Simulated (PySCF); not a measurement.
Calculation: TPSSh-D3(BJ)/def2-TZVP // BP86-D3(BJ)/def2-SVP (PySCF). Isolated molecules, 0 K electronic values unless said otherwise. 

Reference species (SMILES): `[SH]` (neutral, multiplicity 2).

```json
{
 "dipole_moment": "0.88 D"
}
```

Changed species: `[O]C` (free radical OCH3; the reference has free radical SH).

Q: What does the change do to the dipole moment?

A: the dipole moment rises by 1.16 D, to 2.04 D.
